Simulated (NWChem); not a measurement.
System: C4H6 cation, doublet; SMILES of the neutral closed-shell parent C=CC=C

NWChem input:

```
start job
memory heap 200 mb stack 900 mb global 1100 mb
charge 1
geometry units angstroms noautosym nocenter noautoz
  C     -0.111044     1.856977    -0.016027
  C      0.414605     0.570200    -0.019481
  C     -0.414605    -0.570200     0.019481
  C      0.111044    -1.856977     0.016027
  H     -1.184763     2.028198     0.017322
  H      0.536483     2.728898    -0.047468
  H      1.494436     0.437289    -0.053300
  H     -1.494436    -0.437289     0.053300
  H     -0.536483    -2.728898     0.047468
  H      1.184763    -2.028198    -0.017322
end
basis spherical
  * library 6-31g*
end
dft
  odft
  mult 2
  xc xpbe96 cpbe96
  iterations 150
end
cosmo
  do_cosmo_smd true
  solvent chcl3
end
task dft energy
```

In the optimisation the excess spin sits in ag (Ci, its own frame). All runs use the structure optimised with B3LYP/6-31G* (spherical d), spin-unrestricted. The spin multiplicity was typed, not searched, and may not be the lowest. No stability test was run on the SCF state. Solvent: chloroform.

Level: PBE/6-31G* with SMD (1 M gas to 1 M solution), gas-phase geometry. Reactions with the solvent are ignored.

What results follow from this input? (PBE/6-31G* (spherical d), spin-unrestricted, SMD on the gas-phase geometry.) Quantities: solvation free energy (kcal/mol); cavity-dispersion-structure term (kcal/mol).


```yaml
solvation free energy (kcal/mol): -50.2
cavity-dispersion-structure term (kcal/mol): -0.8
```
